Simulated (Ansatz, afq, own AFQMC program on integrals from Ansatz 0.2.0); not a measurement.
Two steps: Ansatz 0.2.0 writes the Fock matrix and Cholesky factors of the valence space, and afq projects on them the lowest state that overlaps trial and start.

```yaml
crystal:
  periodic: [false, false, false]
  atoms:
    - {symbol: Sb, position_ang: [0.000000, -0.019793, 0.000000]}
    - {symbol: H, position_ang: [0.000000, 1.195507, 1.229100]}
    - {symbol: H, position_ang: [0.000000, 1.195507, -1.229100]}
basis:
  gaussian: {orbitals: def2-SVPD}
total_charge: -1
magnetization: {spin_polarized: false}
correlation: {method: ccsd_t, electrons: outside_noble_gas, hamiltonian_folder: ham}
```

```sh
$ ansatz run in.yaml --threads 1 --pin off --events-out ev --progress --plain --max-ram 1382MiB
```

afq runs on the folder ham with

```
--method free --trial cisd --walkers 60 --time-step 0.03 --max-blocks 80 --target-error 0.00034 --factor-cut 1e-05 --seed 9833 --times 0,0.3,0.6,1.2,1.8,2.4,3.6,4.8,6 --taylor-order 8
```

Times are imaginary, in 1/Eh. The walk had a cap of 512 s. Filled inner d shells are frozen with the cores. Core potentials past Kr, no spin–orbit coupling.

afq prints:

```
orbitals 39  electrons 4 4  factors 319 of 573
reference energy -240.39776479 Eh
CCSD correlation -0.13979328 Eh in 10 cycles, weight of the determinant in the CISD state 0.8981
repeat  energy at the last time / Eh  error
    10  -240.544257  0.000857
    20  -240.543082  0.000679
    30  -240.543061  0.000571
    40  -240.542976  0.000460
    50  -240.543157  0.000430
    60  -240.543111  0.000362
    70  -240.543024  0.000329
time / (1/Eh)  energy / Eh  error  mean overlap
  0.00  -240.537571  0.000135  1.1138
  0.30  -240.539762  0.000138  1.1117
  0.60  -240.540679  0.000137  1.1182
  1.20  -240.541707  0.000145  1.1199
  1.80  -240.542017  0.000153  1.1286
  2.40  -240.542403  0.000155  1.1307
  3.60  -240.542841  0.000236  1.1338
  4.80  -240.542627  0.000263  1.1335
  6.00  -240.543025  0.000325  1.0967
energy -240.543025 +/- 0.000325 Eh
```

The run passed its tests (error under three times the target), which doesn't prove that it has relaxed.

Against this walk (error 8.8 meV) on the same determinant: CCSD(T) 35.4 meV higher, CCSDT(Q) 10.0 meV higher (within the noise). The error is statistical, and a free projection of finite length keeps a remainder of its start.

Cautions: remainder of the start not in the error; no spin-orbit coupling; inner d shell frozen.

The walk took 110 s on 1 thread of Intel(R) Xeon(R) 6975P-C (Granite Rapids), on a shared host. The log's last line is the free-projection energy.

CCSDT and higher add their correlation energy to the determinant of the CCSD(T) run, since their own runs factorise the integrals more tightly (a shift of under 2 meV). A walk keeps the symmetry of its determinant, which the program's search chose and which needn't be the lowest solution, so a lower state of the same spin and another symmetry isn't excluded.
